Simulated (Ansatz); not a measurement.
This script for the Ansatz DFT code, driven from Python starts 2 runs on CH₄BO, SMILES CB[O]. What input does the engine get in each?

Script `ch4bo.py`:
```python
'''How the energy of CH4BO converges with the basis.'''

import ansatz as az
from ase import Atoms

METHOD = 'mp2'

atoms = Atoms(['C', 'B', 'O', 'H', 'H', 'H', 'H'], positions=[
    [-0.538, 0.3295, -0.1495],
    [0.6961, -0.4533, 0.2633],
    [1.3818, -1.2497, -0.7392],
    [-1.285, -0.3087, -0.5556],
    [-0.3118, 1.0983, -0.9677],
    [-0.9903, 0.9322, 0.7174],
    [1.1085, -0.4162, 1.3856],
])
ch4bo = az.Crystal.molecule_from_ase(atoms)

base = (
    ch4bo.calculation()
    .correlation(METHOD)
    .spin('collinear', total=1)
)

energies = {}
for basis in ['cc-pVDZ', 'cc-pVTZ']:
    data = base.basis(gaussian=basis).run(threads=1, backend='cpu').report
    size = data['n_frozen'] + data['n_occupied'][0] + data['n_virtual'][0]
    energies[basis] = (data['reference_energy_ev'] / 27.211386246, data['free_energy_ev'] / 27.211386246)
    print(f'{basis:14s} {size:4d} orbitals  reference {energies[basis][0]:14.6f} Ha  total {energies[basis][1]:14.6f} Ha')

# two-point extrapolation: the basis-set error of the correlation energy falls as X^-3
small, large = (energies[b][1] - energies[b][0] for b in ('cc-pVDZ', 'cc-pVTZ'))
limit = (3 ** 3 * large - 2 ** 3 * small) / (3 ** 3 - 2 ** 3)
print(f'correlation energy: {small:.6f} and {large:.6f} Ha, extrapolated {limit:.6f} Ha')
print(f'share caught by the larger set: {100 * large / limit:.1f} %')
```

Run 1:
```yaml
crystal:
  periodic: [false, false, false]
  atoms:
    - { symbol: C, position_ang: [-0.538, 0.3295, -0.1495] }
    - { symbol: B, position_ang: [0.6961, -0.4533, 0.2633] }
    - { symbol: O, position_ang: [1.3818, -1.2497, -0.7392] }
    - { symbol: H, position_ang: [-1.285, -0.3087, -0.5556] }
    - { symbol: H, position_ang: [-0.3118, 1.0983, -0.9677] }
    - { symbol: H, position_ang: [-0.9903, 0.9322, 0.7174] }
    - { symbol: H, position_ang: [1.1085, -0.4162, 1.3856] }
basis:
  gaussian:
    orbitals: cc-pVDZ
magnetization:
  spin_polarized: true
  initial_magnetization: 1.0
correlation:
  method: mp2
```

Run 2, against run 1:
```diff
-    orbitals: cc-pVDZ
+    orbitals: cc-pVTZ
```

Running `python ch4bo.py` prints:
```text
cc-pVDZ          62 orbitals  reference    -139.748499 Ha  total    -140.119100 Ha
cc-pVTZ         146 orbitals  reference    -139.790243 Ha  total    -140.257660 Ha
correlation energy: -0.370600 and -0.467417 Ha, extrapolated -0.508182 Ha
share caught by the larger set: 92.0 %
```

Against cc-pVDZ: cc-pVTZ -138.6 mHa. The last step alone is -138.56 mHa. From the first set to the last the time grows from 0.7 to 4.0 s.

Caveats:
- The drop along the ladder measures the basis error, and is no property of the molecule.
- The geometry is a force-field or estimated start, not a minimum of this method, and the last set is no limit. Much of the fall in a total is atomic energy, which cancels in bond and reaction energies.
- The species is open-shell (spin multiplicity 2).
- Inner cores stay frozen, so this is valence correlation.
- An extrapolation from small basis sets is rough.
- It ran for 5.3 s on 1 thread of Arm Neoverse V1 (shared host), peak memory 0.31 GiB.

(Lines on the test bed's own set-up are left out of the output.)
